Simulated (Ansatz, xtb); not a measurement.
## Relative energy of two isomers of C2H2O

We compare a, `C=C=O`, a singlet, with b, `C#CO`, a singlet. Both are isolated molecules in the gas phase, relaxed with r2SCAN-D4/def2-SVP.

Quicker runs give these differences E(b) − E(a): GFN2-xTB +103.7 kJ/mol; HF/STO-3G +102.3 kJ/mol (at GFN2-xTB geometries); r2SCAN-D4/def2-SVP//GFN2-xTB +167.2 kJ/mol.

Task: Estimate E(b) − E(a) at the level CCSD(T)/def2-TZVP.

Result: Calculated at CCSD(T)/def2-TZVP: E(b) − E(a) = +147.7 kJ/mol, so structure a lies lower.

Level by level:

```json
{"level": "GFN2-xTB", "geometry": "GFN2-xTB", "E(b) − E(a) (kJ/mol)": "+103.7", "departure from the last row (kJ/mol)": "−44.0", "job, with rough time for the two": "optimisation, 0.066 s"}
{"level": "HF/STO-3G", "geometry": "GFN2-xTB", "E(b) − E(a) (kJ/mol)": "+102.3", "departure from the last row (kJ/mol)": "−45.4", "job, with rough time for the two": "single point, 0.12 s"}
{"level": "r2SCAN-D4/def2-SVP//GFN2-xTB", "geometry": "GFN2-xTB", "E(b) − E(a) (kJ/mol)": "+167.2", "departure from the last row (kJ/mol)": "+19.5", "job, with rough time for the two": "single point, 0.68 s"}
{"level": "r2SCAN-D4/def2-SVP", "geometry": "r2SCAN-D4/def2-SVP", "E(b) − E(a) (kJ/mol)": "+168.1", "departure from the last row (kJ/mol)": "+20.4", "job, with rough time for the two": "optimisation, 4 s"}
{"level": "HF/def2-TZVP", "geometry": "r2SCAN-D4/def2-SVP", "E(b) − E(a) (kJ/mol)": "+153.3", "departure from the last row (kJ/mol)": "+5.5", "job, with rough time for the two": "part of the CCSD(T) run"}
{"level": "MP2/def2-TZVP", "geometry": "r2SCAN-D4/def2-SVP", "E(b) − E(a) (kJ/mol)": "+145.7", "departure from the last row (kJ/mol)": "−2.0", "job, with rough time for the two": "part of the CCSD(T) run"}
{"level": "CCSD(T)/def2-TZVP", "geometry": "r2SCAN-D4/def2-SVP", "E(b) − E(a) (kJ/mol)": "+147.7", "departure from the last row (kJ/mol)": "", "job, with rough time for the two": "single point, 3.1 s"}
```

As drawn, b has 1 C≡C, 1 C–O, 1 O–H in place of 1 C=C, 1 C=O, 1 C–H.

The levels shown agree on the order. The largest departure from CCSD(T)/def2-TZVP is that of HF/STO-3G, 45.4 kJ/mol.

With harmonic frequencies from r2SCAN-D4/def2-SVP (ideal gas, rigid rotor, one conformer each, 298.15 K, 1 atm): the zero-point term adds +1.0 kJ/mol; ΔH is +149.3 and ΔG +147.7 kJ/mol.

Tabulated enthalpies of formation at 298 K are −48.6 kJ/mol for a (Active Thermochemical Tables 1.112) and 92.7 kJ/mol for b (Active Thermochemical Tables 1.112), a difference of +141.3 kJ/mol. Calculated less tabulated ΔH, with the same thermal term: GFN2-xTB −36.0, HF/STO-3G −37.3, r2SCAN-D4/def2-SVP//GFN2-xTB +27.5, r2SCAN-D4/def2-SVP +28.4, HF/def2-TZVP +13.6, MP2/def2-TZVP +6.0, CCSD(T)/def2-TZVP +8.1 kJ/mol.

The correlated steps freeze 3 core orbitals. Codes used: Ansatz 0.2.0, xtb 6.7.1; the last row on 2 threads of Intel(R) Xeon(R) 6975P-C (Granite Rapids) on a shared host.
